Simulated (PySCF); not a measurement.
Compound: C2F2O.
Structure used (GFN2-xTB), in Å, numbered top down from 1:
```xyz
5
C2F2O angstrom
O      1.9580    0.0114   -0.4658
C      0.8257    0.0047   -0.2061
C     -0.4430   -0.0019    0.1105
F     -1.1676    1.1089    0.2915
F     -1.1646   -1.1202    0.2527
```

Method: TDDFT PBE0/def2-SVPD, vertical, gas phase, core orbitals frozen in the response in PySCF 2.14.0, density-fitted response routines.

Frontier orbitals with the atoms that hold most of them (Löwdin shares over 4%, at most four atoms; ? is withheld):

```tsv
orbital	ε (eV)	atoms
LUMO+2	1.24	O1 26%, C3 19%, F5 19%, F4 19%
LUMO+1	0.41	C2 39%, C3 34%, O1 12%, F4 8%
LUMO	-2.91	?
HOMO	?	C3 32%, O1 23%, C2 22%, F5 12%
HOMO-1	-12.76	?
HOMO-2	-13.30	F5 47%, F4 47%, C3 6%
HOMO-3	-13.42	O1 56%, C2 26%, F4 8%, F5 7%
```

(1) Which atoms hold the LUMO, and with what shares?

(2) Which atoms hold the HOMO-1, and with what shares?

(3) What is the HOMO energy, and the HOMO–LUMO gap?

## Answers

(1) C2 (bonded to C and O) 41%; O1 (bonded to C) 33%; C3 (bonded to C and 2 F) 12%; F4 (bonded to C) 7%. By element: carbon 53%, oxygen 33%, fluorine 7% or more.

(2) F5 (bonded to C) 40%; F4 (bonded to C) 40%; O1 (bonded to C) 13%; C2 (bonded to C and O) 6%. By element: fluorine 81%, oxygen 13%, carbon 6% or more.

(3) ε(HOMO) = -7.26 eV; the gap is 4.35 eV (0.1599 hartree).

Task: How does S1 compare with the orbital gap of 4.35 eV?

Result: S1 is at 2.12 eV (f = 0.0000), 2.23 eV below the gap, made of HOMO→LUMO (100%). Without the coupling terms of the response equations the lowest excitation would equal the gap.

Task: One configuration dominates each of S1 and S2. Which, and how do the shares of the two leading atoms of either orbital change from the occupied to the empty one?

Result: 
- S1 (2.12 eV, f 0.0000), HOMO→LUMO (100%): C3 32% → 12%, O1 23% → 33%, C2 22% → 41%
- S2 (6.22 eV, f 0.012), HOMO→LUMO+1 (98%): C3 32% → 34%, O1 23% → 12%, C2 22% → 39%

Löwdin shares depend on the basis, the more so with diffuse functions.
